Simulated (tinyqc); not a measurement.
Worked calculation (part 3 of 3): coupled-perturbed Hartree-Fock on RHF in the sto-3g basis, for NH3, spin multiplicity 1. Computed by tinyqc, a small Python program that keeps every step (integrals from PySCF). Command: `OMP_NUM_THREADS=1 python tinyqc.py 28623 28624 out.jsonl` (the two numbers bound the seeds that draw the settings). One thread of a shared host (Intel(R) Xeon(R) Processor @ 2.60GHz), about 0.2 s of CPU time with the checks.

Geometry (angstrom):
```
atom          x          y         z
N      0.000000   0.000000  0.527000
H      1.002000   0.000000  0.000000
H     -0.501000   0.868000  0.000000
H     -0.501000  -0.868000  0.000000
```

## Coupled step 2

U after step 1, order a6, a7, a8:
```
[[0.000317, 0.048493, 0.000000, 0.000664, 0.271697],
 [0.000000, 0.000000, -0.411532, 0.000000, 0.000000],
 [0.000000, 0.000031, 0.000000, -0.411521, 0.000365]]
```

dipole integrals <a|z|i> (bohr), order a6, a7, a8:
```
[[-0.044901, 0.114184, 0.000000, -0.000894, -0.280361],
 [0.000000, 0.000000, 0.564896, 0.000000, 0.000000],
 [-0.000077, 0.000273, 0.000000, 0.564898, -0.000401]]
```

orbital energies (hartree): [-15.334290, -1.045751, -0.515812, -0.515812, -0.364762, 0.533414, 0.592294, 0.592350]

Given earlier and not repeated: Two-electron integrals over orbitals (pq|rs).

U_ai = -(mu_ai + sum_bj [4 (ai|bj) - (ab|ij) - (aj|bi)] U_bj) / (e_a - e_i); alpha = -4 sum U_ai mu_ai.

U after step 2, order a6, a7, a8:
```
[[0.000616, 0.043821, 0.000000, 0.000718, 0.300739],
 [0.000000, 0.000000, -0.444562, 0.000000, 0.000000],
 [0.000001, 0.000020, 0.000000, -0.444551, 0.000404]]
```

polarisability = 2.326391 bohr^3

## Coupled polarisability

Repeat until U stops changing; compare with -d2E/dF2.

Course of the coupled iterations:
```
step  alpha (bohr^3)
0           2.687347
1           2.142366
2           2.326391
3           2.289790
4           2.302635
5           2.300291
6           2.301239
7           2.301114
8           2.301195
9           2.301194
10          2.301203
11          2.301204
12          2.301206
13          2.301206
14          2.301207
15          2.301207
16          2.301207
17          2.301207
18          2.301207
19          2.301207
20          2.301207
21          2.301207
```

coupled polarisability = 2.301207 bohr^3

finite-field check, fields of +/-0.001 au = 2.301207 bohr^3
